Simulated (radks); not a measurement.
**C²⁺ in [He] 2s1 3d1: an all-electron calculation**

An exercise on one series of results from a longer session: the logs are not shown, and one member is left open.

Method: scalar-relativistic Kohn-Sham, exchange-only PBE, spin-polarised, spherical densities, finite nucleus; open shells are filled with parallel spins first. Code: radks (a radial shooting solver on a logarithmic mesh, Libxc functionals) version 1.

## The system

* element: carbon (Z = 6)
* charge: +2
* electrons: 4
* configuration: [He] 2s1 3d1
* nuclear rms radius: 2.4702 fm

The outer shells:

C²⁺
```
[He] core
2s [↑ ]
3d [↑ ][  ][  ][  ][  ]
```

Set-up of the first run:

The run's settings:

```text
Z 6
configuration [He] 2s1 3d1
relativity scalar-relativistic
functional pbe,
spin polarised
nucleus finite rms 2.4702 fm
c 137.035999084
```

Among the steps run: Self-consistent calculation.

One of the session's tables, all rows but one given; the rest of the session is left out.

It belongs to the step «Radial structure». Radial moments (bohr):

| level | <r> | outermost maximum (interpolated) | 90 % within |
| --- | --- | --- | --- |
| 1s up | 0.2695 | 0.173 | 0.484 |
| 1s down | 0.2692 | 0.174 | 0.483 |
| 2s up | ? | ? | ? |
| 3d up | 3.202 | 2.68 | 4.93 |

Estimate the missing values for 2s up.

The run gave: <r>: 1.297; outermost maximum (interpolated): 1.09; 90 % within: 2.00. In the column «<r>» it lies between 1s up (0.2695) and 3d up (3.202).
